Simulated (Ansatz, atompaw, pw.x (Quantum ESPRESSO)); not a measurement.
# What a changed setting does to a pw.x run (bcc W)

Potential: PAW, atompaw 4.2.0.5, PBE; core [Kr] 4d10 4f14, reference 5s2 5p6 5d4 6s2 6p0; waves: 5s (bound); 6s (bound); 5p (bound); 6p (bound, empty); 5d (bound); 5d channel at 2.65 Ry; local part: ultrasoft scheme with l = 3 at 0 Ry, radius 2.25 bohr; core correction: smooth core density matched at 1.50 bohr; augmentation: besselshape compensation charge, radius 2.30 bohr; PAW radius 2.70 bohr; waves and projectors: bloechl.

The reference run (k-mesh 14³, cutoffs 45/450 Ry, Fermi–Dirac 0.01 Ry, mixing_beta 0.4, conv_thr 1e-9, no spin) gives -0.25 GPa at 16.130 Å³/atom, where all-electron LAPW gives 0.30 GPa. This run, with its own iteration cap, changes k-mesh shift to 1.

```
&control
  calculation='scf', prefix='x', pseudo_dir='./', outdir='./tmp', tstress=.true., disk_io='none'
/
&system
  ibrav=0, nat=1, ntyp=1, ecutwfc=45, ecutrho=450, nbnd=15,
  occupations='smearing', smearing='fd', degauss=0.01
/
&electrons
  conv_thr=1e-09, mixing_beta=0.4, electron_maxstep=50
/
ATOMIC_SPECIES
W 1.0 W.UPF
CELL_PARAMETERS angstrom
  -1.59168867 1.59168867 1.59168867
  1.59168867 -1.59168867 1.59168867
  1.59168867 1.59168867 -1.59168867
ATOMIC_POSITIONS crystal
W 0.0000 0.0000 0.0000
K_POINTS automatic
14 14 14 1 1 1
```

```bash
pw.x < W.scf.in > W.scf.out
```

Q: How does the run end?

A: It converges in 7 iterations; the free energy moves by -6.1 meV/atom and the pressure by -0.12 GPa.

```
Message from routine setup:
     using ibrav=0 with symmetry is DISCOURAGED, use correct ibrav instead
     lattice parameter (alat)  =       5.2098  a.u.
     unit-cell volume          =     108.8506 (a.u.)^3
     number of electrons       =        14.00
     number of Kohn-Sham states=           15
     kinetic-energy cutoff     =      45.0000  Ry
     charge density cutoff     =     450.0000  Ry
     scf convergence threshold =      1.0E-09
     Exchange-correlation= SLA PW PBX PBC
     number of k points=   100  Fermi-Dirac smearing, width (Ry)=  0.0100
     iteration #  1     ecut=    45.00 Ry     beta= 0.40
     total energy              =    -760.25490942 Ry
     estimated scf accuracy    <       0.04578552 Ry
     iteration #  2     ecut=    45.00 Ry     beta= 0.40
     total energy              =    -760.25999103 Ry
     estimated scf accuracy    <       0.00546972 Ry
     iteration #  3     ecut=    45.00 Ry     beta= 0.40
     total energy              =    -760.26192910 Ry
     estimated scf accuracy    <       0.00086415 Ry
     iteration #  4     ecut=    45.00 Ry     beta= 0.40
     total energy              =    -760.26196136 Ry
     estimated scf accuracy    <       0.00002642 Ry
     iteration #  5     ecut=    45.00 Ry     beta= 0.40
     total energy              =    -760.26196612 Ry
     estimated scf accuracy    <       0.00000121 Ry
     iteration #  6     ecut=    45.00 Ry     beta= 0.40
     total energy              =    -760.26196619 Ry
     estimated scf accuracy    <       0.00000003 Ry
     iteration #  7     ecut=    45.00 Ry     beta= 0.40
     the Fermi energy is    21.4204 ev
!    total energy              =    -760.26196619 Ry
     estimated scf accuracy    <          7.8E-10 Ry
     smearing contrib. (-TS)   =      -0.00201194 Ry
     The total energy is F=E-TS. E is the sum of the following terms:
     one-electron contribution =     -11.22037007 Ry
     hartree contribution      =      19.57604315 Ry
     xc contribution           =     -19.79871651 Ry
     ewald contribution        =    -118.57114108 Ry
     one-center paw contrib.   =    -630.24576974 Ry
     convergence has been achieved in   7 iterations
          total   stress  (Ry/bohr**3)                   (kbar)     P=       -3.77
     Message from routine punch:
     Nothing written, as per user request (disk_io='none')
```

The run took about 6.4 s on one core of a shared host (AMD EPYC 9R45 96-Core Processor, 96 threads, 376 GiB, load 18).
